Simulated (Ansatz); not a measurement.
**Volume per atom of Te (model structure, started from the graphite type, P6₃/mmc, No. 194, 4 atoms in the cell) at several levels of theory**

No measured value is used here.

| level (code) | value (Å³/atom) |
|---|---|
| PBE (Ansatz) | 37.16 |
| PBEsol (Ansatz) | 35.06 |
| PBE-D3(BJ) (Ansatz) | ? |

Task: Complete the blanks.

Result: 
- PBE-D3(BJ) (Ansatz, a program for electronic structure), value (Å³/atom): 35.32

Ansatz's density-functional and Hartree–Fock values are scalar-relativistic unless marked +SOC, with PAW data made under PBE.

A model structure was made by putting elements into a prototype or built by hand; it is no filed structure, need not be a known phase, and can be a saddle point held by its symmetry.
